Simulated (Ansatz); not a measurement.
**CH5B: single points off equilibrium**

A test off equilibrium: a structure displaced at random from a GFN2-xTB minimum is computed at several levels, and each is set against CCSD(T).

The runs use Ansatz 0.2.0, Gaussian basis; single points in def2-TZVPP.

Cores are frozen in the correlated methods.

## 1. The starting structure

SMILES `BC`, 7 atoms, charge 0, spin multiplicity 1.

Atoms are counted from 1 here; the program's logs count them from 0.

Bond lengths: B1–C2 1.620 Å, B1–H3 1.206 Å, B1–H4 1.215 Å, C2–H5 1.096 Å, C2–H6 1.136 Å, C2–H7 1.090 Å. Angles: C2–B1–H3 121.0°, C2–B1–H4 121.5°, H3–B1–H4 117.2°, B1–C2–H5 109.6°, B1–C2–H6 107.9°, B1–C2–H7 118.1°, H5–C2–H6 106.0°, H5–C2–H7 108.8°, H6–C2–H7 105.7°.

Coordinates:

```
B    -0.24520   -0.91440    0.02900
C     0.15120    0.65560   -0.03110
H     0.45190   -1.70900    0.60930
H    -1.30450   -1.31860   -0.40710
H     0.33640    1.02700    0.98370
H     1.14030    0.74500   -0.58260
H    -0.53140    1.33930   -0.53600
```

## 2. CCSD(T)/def2-TZVPP

Contents of run/in.yaml:

```yaml
crystal:
  periodic: [false, false, false]
  atoms:
    - {symbol: B, position_ang: [-0.245200, -0.914400, 0.029000]}
    - {symbol: C, position_ang: [0.151200, 0.655600, -0.031100]}
    - {symbol: H, position_ang: [0.451900, -1.709000, 0.609300]}
    - {symbol: H, position_ang: [-1.304500, -1.318600, -0.407100]}
    - {symbol: H, position_ang: [0.336400, 1.027000, 0.983700]}
    - {symbol: H, position_ang: [1.140300, 0.745000, -0.582600]}
    - {symbol: H, position_ang: [-0.531400, 1.339300, -0.536000]}
basis:
  gaussian: {orbitals: def2-TZVPP}
correlation: {method: ccsd_t}
output: {forces: true}
```

The command line of these runs was not kept.

## 3. PBE0-D4/def2-TZVPP

Edit run/in.yaml of step 2 so:

```diff
@@ -12,3 +12,3 @@
   gaussian: {orbitals: def2-TZVPP}
-correlation: {method: ccsd_t}
-output: {forces: true}
+hamiltonian: {xc: pbe0, dispersion: d4}
+output: {forces: true, orbitals: {seedname: orbitals}}
```

## 4. wB97M-V/def2-TZVPP

Edit run/in.yaml of step 3 so:

```diff
@@ -12,3 +12,3 @@
   gaussian: {orbitals: def2-TZVPP}
-hamiltonian: {xc: pbe0, dispersion: d4}
-output: {forces: true, orbitals: {seedname: orbitals}}
+hamiltonian: {xc: {name: wB97M-V}}
+output: {forces: true}
```

## 5. r2SCAN-D4/def2-TZVPP

Edit run/in.yaml of step 4 so:

```diff
@@ -12,3 +12,3 @@
   gaussian: {orbitals: def2-TZVPP}
-hamiltonian: {xc: {name: wB97M-V}}
+hamiltonian: {xc: r2scan, dispersion: d4}
 output: {forces: true}
```

## 6. PBE-D4/def2-TZVPP

Edit run/in.yaml of step 5 so:

```diff
@@ -12,3 +12,3 @@
   gaussian: {orbitals: def2-TZVPP}
-hamiltonian: {xc: r2scan, dispersion: d4}
+hamiltonian: {xc: pbe, dispersion: d4}
 output: {forces: true}
```

## 7. HSE06-D4/def2-TZVPP

Edit run/in.yaml of step 6 so:

```diff
@@ -12,3 +12,3 @@
   gaussian: {orbitals: def2-TZVPP}
-hamiltonian: {xc: pbe, dispersion: d4}
+hamiltonian: {xc: hse06, dispersion: d4}
 output: {forces: true}
```

## 8. LC-wPBE/def2-TZVPP

Edit run/in.yaml of step 7 so:

```diff
@@ -12,3 +12,3 @@
   gaussian: {orbitals: def2-TZVPP}
-hamiltonian: {xc: hse06, dispersion: d4}
+hamiltonian: {xc: {name: LC-wPBE}}
 output: {forces: true}
```

(Steps that only read results are left out.)

**Question.** What will these runs give? Wanted: energy less free atoms, CCSD(T)/def2-TZVPP; RMS force component; RMS force error; HOMO and LUMO, PBE0-D4; T1 diagnostic.

The runs gave:

| quantity | value |
| --- | --- |
| energy less free atoms, CCSD(T)/def2-TZVPP | -2405.5 kJ/mol |
| RMS force component | 0.474 to 0.538 eV/Å over the methods |
| RMS force error | PBE0-D4 0.096, wB97M-V 0.066, r2SCAN-D4 0.095, PBE-D4 0.169, HSE06-D4 0.097, LC-wPBE 0.091 eV/Å |
| HOMO and LUMO, PBE0-D4 | -8.99 and -1.40 eV |
| T1 diagnostic | 0.009 |

Against CCSD(T) the functionals' energies less atoms differ by -68.7 to -43.6 kJ/mol, PBE-D4 by -68.7 kJ/mol. The reference is not at the basis limit: in triple zeta CCSD(T) underbinds, which counts against methods that bind more; the gaps are no ranking. On forces the order runs from wB97M-V to PBE-D4.
